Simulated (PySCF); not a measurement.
# SiF⁺: mean field, correlation and small terms against distance

State: ¹Σ⁺, singlet, closed shell. RHF-based CCSD(T) in PySCF 2.14 with Si cc-pV(T+d)Z, F cc-pVTZ and Si cc-pV(Q+d)Z, F cc-pVQZ (frozen core orbitals: 6; no relativity). Correlation energies are extrapolated as n⁻³ (n = 3, 4), Hartree–Fock as (n+1)·exp(−9√n). CV is the change on freezing 1 orbitals instead, in Si cc-pwCVTZ, F cc-pwCVTZ. SR is the spin-free X2C energy in Si cc-pVTZ-DK, F cc-pVTZ-DK less the non-relativistic one in Si cc-pVTZ, F cc-pVTZ. All energies in eV from Si⁺ + F.

```csv
R (Å),HF/CBS,CCSD corr.,(T),CV,SR,total
1.3587,-4.169,-1.640,-0.1338,-0.0521,0.0074,-5.988
1.4205,-4.729,-1.704,-0.1494,-0.0345,0.0099,-6.607
1.4823,-4.955,-1.765,-0.1659,-0.0212,0.0112,-6.896
1.5440,-4.946,-1.822,-0.1829,-0.0112,0.0117,-6.951
1.6058,-4.774,-1.876,-0.2006,-0.0037,0.0115,-6.843
1.6830,-4.408,-1.937,-0.2232,0.0030,0.0108,-6.555
1.7602,-3.938,-1.992,-0.2462,0.0076,0.0098,-6.159
```

A fit to the total gives Re = 1.5307 Å, De = 6.955 eV, ωe = 1048.4 cm⁻¹, Be = 0.6359 cm⁻¹ (masses 27.9769 and 18.9984 u).

At R = 1.5440 Å the CCSD correlation energy is -0.331445 hartree in the smaller basis and -0.356459 in the larger. Extrapolate it.

(4³·E4 − 3³·E3)/(4³ − 3³) = -0.37471 hartree; the larger basis holds 95.1 % of it.

The T1 diagnostic is 0.017. The open-shell atoms are computed with UHF. Spin–orbit coupling, excitations beyond (T) and corrections to the Born–Oppenheimer picture are left out.
